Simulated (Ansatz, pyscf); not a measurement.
H₃C–O–SiH₃ → formaldehyde (H₂C=O) + silane (SiH₄), an elimination on the singlet surface: C–H, O–Si broken, H–Si formed. Optimised with ωB97X-D3(BJ)/def2-SVP in PySCF. Wave-function energies: Ansatz (a first-principles code), frozen core, RHF or UHF references. In kJ/mol, from the reactant's lowest minimum found.

Cost: rough CPU time of the saddle's run relative to CCSD(T)/cc-pV(D+d)Z, from one job on a shared machine, with the HF step and its search for lower states.

```tsv
level	barrier	reaction energy	cost
ωB97X-D3(BJ)/def2-TZVP	327.49	+191.86	–
r²SCAN/def2-TZVP	309.60	+191.40	–
CCSD(T)/cc-pV(D+d)Z	325.72	+146.68	1
CCSDT(Q)/cc-pV(D+d)Z	[?]	[?]	200
CCSD(T)/cc-pV(T+d)Z	332.43	+182.86	12
CCSD(T)/cc-pV(Q+d)Z	[?]	+188.43	–
```

**Question.** What belongs in the gaps?

**Answer.** 
- CCSDT(Q)/cc-pV(D+d)Z, barrier: 324.62
- CCSDT(Q)/cc-pV(D+d)Z, reaction energy: +145.53
- CCSD(T)/cc-pV(Q+d)Z, barrier: 331.97

In cc-pV(D+d)Z, going from CCSD(T) to CCSDT(Q) shifts the barrier by -1.10 and the reaction energy by -1.15 kJ/mol. With HF in the quadruple-zeta basis and the correlation energy extrapolated as X⁻³ from X = 3, 4, CCSD(T) gives 331.48 and +192.06; adding the double-zeta shift gives ΔE‡ = 330.38 and ΔE = +190.91 kJ/mol, without core correlation, relativity or geometry relaxation at these levels. H₃C–O–SiH₃ lies 99.20 kJ/mol over its isomer H₃C–SiH₂–OH (electronic energy, ωB97M-D3(BJ)/def2-TZVP). This is the saddle that the search found; another between the same sides may lie lower.
